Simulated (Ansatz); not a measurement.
GaH⁻, doublet in aug-cc-pVDZ: errors against full CI

Geometry: a PBE0/def2-TZVPD stationary point for this spin.

```xyz
2

Ga    0.0000    0.0000    0.0000
H     0.0000    0.0000    1.7244
```

Basis aug-cc-pVDZ; Ansatz 0.2.0. Only valence electrons are correlated (noble-gas cores and the filled d shells of p-block atoms frozen), which leaves 5 electrons in 31 orbitals. Prefix R: restricted or restricted open-shell reference; prefix U: unrestricted. Active spaces: valence = (5e, 5o) chosen from the atoms' valence shells. No spin–orbit coupling is included, and no scalar relativity.

Full CI is exact within this basis and frozen core; it isn't the basis-set limit. The frozen core follows each run's orbitals, which can shift R against U totals by a few meV for light atoms and by up to 0.1 eV past Ca.

For open shells CISD and CISDTQ are restricted-active-space CI with the open shells as a complete middle space.

```
UHF ⟨S²⟩                          : 0.763
T1 diagnostic (RCCSD)             : 0.0286
largest doubles amplitude (RCCSD) : 0.067
```

```csv
level,E − E(full CI) (meV),share of correlation (%),wall time
RHF,2363,0.00,–
RMP2,654,72.32,–
CISD,160,93.23,1.9 s
RCCSD,81,96.57,–
RCCSD(T),22,99.08,5.5 s
BCCD(T),21,99.10,4.8 s
RCCSDT,2,99.90,–
CISDTQ,2,99.90,8 s
RCCSDT(Q),0,99.98,8 s
CASSCF (valence space),1569,33.57,–
NEVPT2 (valence space),577,75.58,2.5 s
MRCISD (valence space),91,96.14,–
MRCISD+Q (valence space),-2,100.10,2.8 s
```

The correlation energy at full CI, counted from RHF, is -2.363 eV. That run took 13 s on 1 thread of Arm Neoverse V2, shared host over 522,431 determinants.

Run but not shown, since their state or frozen core can't be matched to the reference's or they repeat it: UHF, UMP2, UCCSD, UCCSD(T), UCCSDT, UCCSDT(Q).

Times hold each run's SCF and search for its determinant on a shared host, so for small cases they say little of a method's own cost; they ran on 1 thread of Arm Neoverse V2.

The full-CI state has the irrep B1 of C2v, in the program's axes (one component, if the state is degenerate).

Natural occupations of full CI about the gap: 1.942 1.886 0.977 0.051 0.038 0.023 0.017 0.013 0.012 0.009; effectively unpaired electrons, Σ n²(2−n)², 1.08.
